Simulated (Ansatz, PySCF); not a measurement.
Process, species as SMILES: [F][Al]([F])[F] -> [F][Al]([F])[F] as triplet, charge 0 (to the triplet)

Property: adiabatic triplet-singlet gap, E(triplet) - E(singlet) (0 K, with zero-point energies), in eV. Set-up: dispersion terms only where a functional's name holds one; spin-orbit terms left out; six Cartesian d functions in 6-31G* and its kin unless marked 5d; LANL2DZ with its own core potentials from Na on; non-relativistic; open shells spin-unrestricted; 6-311+G** with 5d, 6d on Na to Ar in Ansatz (a first-principles code); valence correlation only. First-principles rows: single points at B3LYP-D3(BJ) geometries (Ansatz), with unscaled harmonic terms from B3LYP/6-31G* (Ansatz) at its own minima. The Hartree-Fock reference of [F][Al]([F])[F] as triplet, charge 0 is unstable towards a lower, spin-broken solution. Levels can end on unlike triplets.

| level | program | adiabatic triplet-singlet gap, E(triplet) - E(singlet) (0 K, with zero-point energies) (eV) |
|---|---|---|
| HF/3-21G | Ansatz | 5.06 |
| HF/LANL2DZ | Ansatz | 4.98 |
| HF/6-31G* | Ansatz | 5.77 |
| HF/6-311+G** | Ansatz | 5.69 |
| PBE/STO-3G | Ansatz | 3.85 |
| PBE/3-21G | Ansatz | 4.21 |
| PBE/6-31G* | Ansatz | 5.05 |
| BLYP/6-31G* | Ansatz | 5.11 |
| BP86/6-31G* (5d) | PySCF | 5.07 |
| B3LYP/3-21G | Ansatz | 4.59 |
| B3LYP/6-31G* | Ansatz | 5.46 |
| M06-2X/6-31G* (5d) | PySCF | 5.85 |
| MP2/LANL2DZ | Ansatz | 5.91 |
| B3PW91/6-31G* (5d) | PySCF | 5.40 |
| PBE0/def2-TZVPD | Ansatz | 5.77 |
| M06-2X/def2-TZVPD | PySCF | 6.23 |

No value to compare with is used here. The 14 habitual levels span 3.85 (PBE/STO-3G) to 5.91 eV (MP2/LANL2DZ); M06-2X/def2-TZVPD gives 6.23.

The levels are drawn from those run, B3LYP/6-31G* more often than the rest, none by its result; left out are runs that failed, that the program found above a lower state of the same kind, or whose <S^2> lies over 0.5 above the pure value.
